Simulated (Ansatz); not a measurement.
BP2H⁺, doublet: the ladder up to UCCSDT(Q)

Geometry: that of the BP2H, singlet, kept fixed.

```xyz
4

P     0.0000   -0.2584    1.0345
B     0.0000    1.2536    0.0000
P     0.0000   -0.2584   -1.0345
H     0.0000    2.4367    0.0000
```

Basis cc-pVDZ; Ansatz 0.2.0. Only valence electrons are correlated (noble-gas cores frozen), which leaves 13 electrons in 44 orbitals. Prefix R: restricted or restricted open-shell reference; prefix U: unrestricted. Active spaces: valence = (9e, 11o, short of the full valence) chosen from the atoms' valence shells.

Full CI isn't at hand for all of this; UCCSDT(Q) serves as the reference, and is uncertain by the last step of the cluster series or more. The frozen core follows each run's orbitals, which can shift R against U totals by a few meV.

For open shells CISD is restricted-active-space CI with the open shells as a complete middle space.

* UHF ⟨S²⟩: 0.779
* T1 diagnostic (RCCSD): 0.0199
* largest doubles amplitude (RCCSD): 0.104
* T1 diagnostic (UCCSD): 0.0184

```csv
level,E − E(UCCSDT(Q)) (meV),share of correlation (%),wall time
RHF,9245,0.00,–
UHF,9060,2.01,–
RMP2,1251,86.47,–
UMP2,1356,85.33,–
CISD,1550,83.23,7 s
RCCSD,571,93.83,–
UCCSD,560,93.94,–
RCCSD(T),75,99.19,12 s
UCCSD(T),77,99.17,16 s
BCCD(T),73,99.21,8 s
RCCSDT,52,99.43,–
UCCSDT,50,99.46,–
RCCSDT(Q),2,99.98,82 s
CASSCF (valence space),6222,32.70,–
NEVPT2 (valence space),1263,86.34,17 s
MRCISD (valence space),694,92.49,–
MRCISD+Q (valence space),66,99.29,25 s
```

The correlation energy at UCCSDT(Q), counted from RHF, is -9.245 eV. That run took 72 s on 1 thread of Intel Xeon, shared host.

Times hold each run's SCF and search for its determinant on a shared host, so for small cases they say little of a method's own cost; they ran on 1 thread of Intel Xeon. Some runs computed forces too.

Natural occupations of CASSCF (valence space) about the gap: 1.976 1.961 1.952 1.914 1.008 0.065 0.042 0.026 0.024 0.018; effectively unpaired electrons, Σ n²(2−n)², 1.07.
